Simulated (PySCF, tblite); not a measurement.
Dissociation curve of CS₂, SMILES S=C=S. The C1–S3 bond (C1 also carries S; S3 carries nothing else) is pulled apart rigidly from the PBE0/def2-TZVP optimised geometry.

Computed with: GFN2-xTB, 300 K electronic temperature (tblite); UCCSD(T) = CCSD(T) on UHF/6-31G, 11 core orbitals frozen (PySCF 2.14.0).

Energies relative to the lowest point of each curve near equilibrium, in kJ/mol; the last columns give the difference from UCCSD(T):

```csv
R / Å,GFN2-xTB,UCCSD(T),GFN2-xTB − UCCSD(T)
1.24,524.0,598.6,-74.6
1.31,263.5,345.7,-82.3
1.40,83.0,147.2,-64.2
1.45,32.9,80.9,-48.0
1.49,10.9,44.7,-33.8
1.55,0.0,12.3,-12.3
1.61,8.3,0.0,8.3
1.66,25.2,1.2,24.0
1.70,43.4,7.9,35.5
1.80,99.8,40.0,59.8
1.91,169.8,90.0,79.8
2.08,276.7,176.0,100.7
2.34,412.1,291.7,120.4
2.55,484.2,350.2,134.0
2.81,503.7,—,—
3.07,507.9,—,—
3.38,509.9,—,—
3.82,511.1,—,—
4.21,511.6,—,—
4.69,512.1,—,—
5.45,512.5,—,—
```

GFN2-xTB is furthest from UCCSD(T) at 2.55 (134.0 kJ/mol, above); its mean absolute difference over the points is 62.7 kJ/mol.

Dashes: no converged value, or the column stops at the first point that the program doubted or that broke a chosen test of continuity, which isn't proof of a fault.

The unrestricted determinant behind UCCSD(T) is spin-contaminated at 2.34 to 5.45 Å (<S²> up to 1.0, against 0.00 for a pure singlet).
